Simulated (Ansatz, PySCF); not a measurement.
Cohesive energy (eV/atom) of solids drawn from the class of alkali halides, at two levels: PBE (Ansatz, a first-principles code, PySCF; the runs differ in potentials, basis or settings), and LDA (PAW; Ansatz).

```tsv
solid	PBE	LDA
rock-salt LiF	4.32	4.93
rock-salt KF	3.73	?
rock-salt KCl	3.13	3.53
rock-salt LiCl	3.37	3.82
rock-salt NaCl	3.11	3.49
rock-salt LiBr	3.04	3.48
rock-salt KBr	2.89	3.26
rock-salt NaI	2.46	2.84
rock-salt NaF	3.82	4.37
rock-salt KI	2.59	2.95
```

Estimate the withheld LDA value from the other rows.

One way: carry over the typical difference. The differences LDA − PBE of the other rows, in order: 0.36, 0.37, 0.38, 0.38, 0.40, 0.44, 0.45, 0.55, 0.61; median 0.40. Rock-salt KF: 3.73 + (0.40) = 4.13 eV/atom; the run gives 4.27 eV/atom. The differences spread from 0.36 to 0.61, so such an estimate is rough.

Over all 10 rows LDA is the larger in 10.

Spin–orbit coupling is left out, also for the solids with elements from indium on (rock-salt NaI, rock-salt KI); its size isn't shown.

Free atoms are spin-polarised, in the lowest state found; at levels without +SOC their spin–orbit coupling is left out. The solid named is at each level's own relaxed cell; a reference phase can be a single point on another level's cell. Ansatz's density-functional and Hartree–Fock values are scalar-relativistic unless marked +SOC, with PAW data made under PBE.
